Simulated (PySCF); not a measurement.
Field gradients at the hydrogen positions

C4H5FO.
Geometry (PBE0-D3(BJ)/def2-SVP, Å), atoms numbered from 1 in this order:
```xyz
11
C4H5FO angstrom
C     -1.622   -0.689    0.206
C     -0.235   -0.407   -0.241
C      0.553    0.568    0.233
C      1.912    0.742   -0.298
O      2.466    0.107   -1.134
F      2.530    1.775    0.296
H     -2.318   -0.642   -0.647
H     -1.696   -1.714    0.605
H     -1.963    0.015    0.978
H      0.187   -1.049   -1.024
H      0.224    1.259    1.013
```

Level: PBE0/pcSseg-1 (PySCF, non-relativistic); Q(2H) = 0.00286 b; rigid geometry, the same for H and D, with no vibrational averaging.

Q: Tabulate Vzz, the asymmetry η and χzz = 234.96 MHz × Q × Vzz for every hydrogen position.

A: 
```csv
atom,bonded to,bond length (Å),Vzz (au),η,χzz (kHz)
H7,C1,1.103,0.2868,0.03,193
H8,C1,1.103,0.2865,0.03,193
H9,C1,1.099,0.2918,0.04,196
H10,C2,1.097,0.2865,0.03,192
H11,C3,1.093,0.3013,0.09,202
```

Isolated species at its PBE0-D3(BJ)/def2-SVP geometry (one conformer only). These gradients aren't converged with respect to the basis.

The run behind these numbers computed NMR shieldings as well. Hardware: one thread, Arm Neoverse V2 (aarch64), shared host with 96 logical CPUs at a one-minute load of 61. Cost: 12 s wall (grids of density and orbitals included), 0.63 GiB resident at most.
